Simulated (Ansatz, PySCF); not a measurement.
Species: hydrazine, N₂H₄, net charge 0, singlet state. 
Structure (B3LYP-D3(BJ)/def2-TZVP (Ansatz, a program for electronic structure) minimum search):
```
N
H 1 1.0116
H 1 1.0154 2 108.30
N 1 1.4300 2 107.93 3 122.00
H 4 1.0116 1 107.93 2 150.52
H 4 1.0154 5 108.30 1 -122.00
```
Charge 0, spin multiplicity 1.

Property: vertical ionisation energy (to the doublet state of charge +1; each state is the SCF solution reached for its spin; for the doublet T1 is 0.054), in eV. Valence correlation only, unless marked. UHF or UKS for open shells. No spin-orbit coupling. No relativistic terms. CBS marks a two-point X^-3 extrapolation of the correlation energy; Hartree-Fock from the larger set. [CCSD(T)-MP2]/basis is that difference in the basis named.

Measured: 8.98 eV (CCCBDB table in ASE); it holds spin-orbit and relativistic effects, which these rows lack, and core correlation, which the frozen-core levels lack. This is an older compilation, not checked against later work.

```json
[
 {"level": "HF/aug-cc-pVDZ", "program": "Ansatz", "vertical ionisation energy (eV)": "8.80", "error against measurement": "-0.18"},
 {"level": "HF/def2-TZVPPD", "program": "Ansatz", "vertical ionisation energy (eV)": "8.78", "error against measurement": "-0.20"},
 {"level": "HF/aug-cc-pVQZ", "program": "Ansatz", "vertical ionisation energy (eV)": "8.78", "error against measurement": "-0.20"},
 {"level": "RI-HF/aug-cc-pVTZ", "program": "Ansatz", "vertical ionisation energy (eV)": "8.78", "error against measurement": "-0.20"},
 {"level": "SVWN5/def2-TZVPD", "program": "Ansatz", "vertical ionisation energy (eV)": "9.97", "error against measurement": "0.99"},
 {"level": "r2SCAN/def2-TZVPD", "program": "Ansatz", "vertical ionisation energy (eV)": "9.85", "error against measurement": "0.87"},
 {"level": "B3LYP/def2-TZVPD", "program": "Ansatz", "vertical ionisation energy (eV)": "10.03", "error against measurement": "1.05"},
 {"level": "PBE0/def2-TZVPD", "program": "Ansatz", "vertical ionisation energy (eV)": "9.97", "error against measurement": "0.99"},
 {"level": "BHLYP/def2-TZVPD", "program": "Ansatz", "vertical ionisation energy (eV)": "9.98", "error against measurement": "1.00"},
 {"level": "M06-2X/def2-TZVPD", "program": "PySCF", "vertical ionisation energy (eV)": "10.24", "error against measurement": "1.26"},
 {"level": "CAM-B3LYP/def2-TZVPD", "program": "Ansatz", "vertical ionisation energy (eV)": "10.12", "error against measurement": "1.14"},
 {"level": "wB97X-V/def2-TZVPD", "program": "Ansatz", "vertical ionisation energy (eV)": "10.08", "error against measurement": "1.10"},
 {"level": "MP2/def2-SVPD", "program": "Ansatz", "vertical ionisation energy (eV)": "10.24", "error against measurement": "1.26"},
 {"level": "RI-MP2/aug-cc-pVTZ", "program": "Ansatz", "vertical ionisation energy (eV)": "10.38", "error against measurement": "1.40"},
 {"level": "RI-MP2/def2-TZVPPD", "program": "Ansatz", "vertical ionisation energy (eV)": "10.34", "error against measurement": "1.36"},
 {"level": "RI-MP2/def2-QZVPPD", "program": "Ansatz", "vertical ionisation energy (eV)": "10.42", "error against measurement": "1.44"},
 {"level": "RI-MP2/CBS(aug-cc-pVTZ,aug-cc-pVQZ)", "program": "Ansatz", "vertical ionisation energy (eV)": "10.48", "error against measurement": "1.50"},
 {"level": "RI-MP2/CBS(def2-TZVPPD,def2-QZVPPD)", "program": "Ansatz", "vertical ionisation energy (eV)": "10.47", "error against measurement": "1.49"},
 {"level": "SCS-MP2/def2-SVPD", "program": "Ansatz", "vertical ionisation energy (eV)": "10.19", "error against measurement": "1.21"},
 {"level": "CCSD/def2-SVPD", "program": "Ansatz", "vertical ionisation energy (eV)": "10.04", "error against measurement": "1.06"},
 {"level": "RI-MP2/CBS(def2-TZVPPD,def2-QZVPPD)+[CCSD(T)-MP2]/def2-TZVPPD", "program": "Ansatz", "vertical ionisation energy (eV)": "10.30", "error against measurement": "1.32"}
]
```
